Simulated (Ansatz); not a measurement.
## What each rung costs and misses: atomization of COF2, singlet

Geometry (MP2(full)/6-31G*, from the G2/97 set):

```yaml
atoms:
  - { symbol: O, position_ang: [0.0000, 0.0000, 1.3501] }
  - { symbol: C, position_ang: [0.0000, 0.0000, 0.1637] }
  - { symbol: F, position_ang: [0.0000, 1.0695, -0.6202] }
  - { symbol: F, position_ang: [0.0000, -1.0695, -0.6202] }
```

Measured, as an electronic atomization energy: 1770.3 kJ/mol (G2/97 heats of formation of molecule and atoms, with zero-point and thermal terms from B3LYP taken off; Curtiss et al., J. Chem. Phys. 106, 1063 (1997), Staroverov et al., J. Chem. Phys. 119, 12129 (2003)). The measured value holds scalar relativity and spin–orbit coupling, which all computed ones lack, and core correlation, which the wave-function levels lack. Atoms are taken at the same level; beside RHF, RMP2 and RCC rows they are unrestricted. Truncated CI is not size-consistent. Ansatz 0.2.0; the 6-31G* set has Cartesian d functions; a miss is computed less measured; times are wall times on shared hosts and scatter by a factor of two or so.

```
    level    basis  miss (kJ/mol)      time of the run              hardware
 RCCSD(T)   STO-3G         -490.7               0.21 s          1 CPU thread
RCCSDT(Q)   STO-3G         -486.4               0.84 s          1 CPU thread
      PBE   STO-3G           97.5                0.3 s          1 CPU thread
   r2SCAN   STO-3G          -52.8               0.63 s          1 CPU thread
    B3LYP   STO-3G         -105.4                0.3 s          1 CPU thread
  wB97M-V   STO-3G          -64.7                1.2 s          1 CPU thread
   B2PLYP   STO-3G         -279.3               0.39 s          1 CPU thread
      RHF    6-31G         -988.3               0.24 s          1 CPU thread
     RMP2    6-31G         -382.6                    –                     –
 RCCSD(T)    6-31G         -455.6               0.36 s          1 CPU thread
      PBE    6-31G          -78.3               0.42 s          1 CPU thread
   r2SCAN    6-31G         -205.1               0.81 s          1 CPU thread
    B3LYP    6-31G         -244.5               0.45 s          1 CPU thread
  wB97M-V    6-31G         -229.0                1.7 s          1 CPU thread
   B2PLYP    6-31G         -314.3                0.6 s          1 CPU thread
      RHF  cc-pVDZ         -717.7               0.33 s          1 CPU thread
     RMP2  cc-pVDZ          -73.8                    –                     –
RCCSDT(Q)  cc-pVDZ         -174.7                2.9 s  H100 + 5 CPU threads
      PBE  cc-pVDZ          107.7               0.45 s          1 CPU thread
   r2SCAN  cc-pVDZ           -7.0                  1 s          1 CPU thread
    B3LYP  cc-pVDZ          -43.1               0.57 s          1 CPU thread
  wB97M-V  cc-pVDZ           -9.0                2.1 s          1 CPU thread
     RMP2   6-31G*          -23.9                    –                     –
RCCSDT(Q)   6-31G*         -123.8                3.5 s  H100 + 5 CPU threads
      PBE   6-31G*          138.5               0.48 s          1 CPU thread
    B3LYP   6-31G*          -11.5               0.63 s          1 CPU thread
  wB97M-V   6-31G*           24.4                  2 s          1 CPU thread
   B2PLYP   6-31G*          -37.9               0.96 s          1 CPU thread
      RHF  cc-pVTZ         -671.0                  1 s          1 CPU thread
     RMP2  cc-pVTZ           40.6                    –                     –
 RCCSD(T)  cc-pVTZ          -73.2  2.3 s (with forces)  H100 + 5 CPU threads
RCCSDT(Q)  cc-pVTZ          -72.3                 45 s  H100 + 5 CPU threads
      PBE  cc-pVTZ          115.8               0.81 s          1 CPU thread
   r2SCAN  cc-pVTZ           14.6    2 s (with forces)          1 CPU thread
   B2PLYP  cc-pVTZ          -25.0                2.1 s          1 CPU thread
      RHF  cc-pVQZ         -668.5                    –                     –
     RMP2  cc-pVQZ           74.0                    –                     –
 RCCSD(T)  cc-pVQZ          -40.7                  2 s  H100 + 5 CPU threads
      PBE  cc-pVQZ          113.5                2.9 s  H100 + 5 CPU threads
   r2SCAN  cc-pVQZ           12.9                1.8 s  H100 + 5 CPU threads
```

HF's time is that of a plain UHF run. A dash: the level came out of a higher level's run.

A composite of the best parts (restricted reference, at this geometry, which isn't the minimum of the high levels):

| part | kJ/mol |
| --- | --- |
| Hartree–Fock limit (T, Q; exp(−5.46 √X)) | 1102.51 |
| CCSD(T) correlation limit (T, Q; X⁻³) | 649.63 |
| CCSDT − CCSD(T) (TZ) | -3.12 |
| (Q) (TZ) | 3.98 |
| sum | 1753.0 |
| sum less measured | -17.3 |
